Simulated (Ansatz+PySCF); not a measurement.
Results of a calculation; reference values are marked as such.
## Ansatz (development build ahead of 0.2.0) run

```yaml
crystal:
  periodic: [false, false, false]
  atoms:
    - { symbol: C, position_ang: [0.02006, -0.61821, -0.68572] }
    - { symbol: C, position_ang: [-0.02121, -0.62436, 0.69616] }
    - { symbol: C, position_ang: [-0.00717, 0.56912, -1.58605] }
    - { symbol: C, position_ang: [-0.02038, 0.54973, 1.61947] }
    - { symbol: H, position_ang: [0.01991, -1.68345, -1.17827] }
    - { symbol: H, position_ang: [-0.03411, -1.66641, 1.1428] }
    - { symbol: H, position_ang: [0.00764, 1.48265, -1.09835] }
    - { symbol: H, position_ang: [0.92231, 0.53278, -2.23572] }
    - { symbol: H, position_ang: [-0.87493, 0.4615, -2.27113] }
    - { symbol: H, position_ang: [-0.02274, 1.46915, 1.09255] }
    - { symbol: H, position_ang: [-0.8685, 0.49896, 2.29452] }
    - { symbol: H, position_ang: [0.85442, 0.50314, 2.20559] }
basis:
  gaussian: { orbitals: def2-SVP }
magnetization:
  spin_polarized: true
hamiltonian:
  xc: hf
correlation:
  method: mp2
  frozen_orbitals: { C: 1, H: 0 }
scf:
  omitted_lower_state_checks: [stability, starts, atomic_configurations, cluster_reference, orbital_swaps, given_window_search, neighbouring_geometries, increment]
```

The input is written out in the form of the current development build from the run's settings.

Results

```yaml
Converged: yes
Reference_energy: -155.98212 hartree
Correlation_energy: -0.56382 hartree
Total_energy: -156.54594 hartree
Spin_squared_of_the_determinant: 0.000
```

The reference isn't the lowest determinant (another lies 0.01 eV lower), but the same method gives a higher total on the lower determinant.
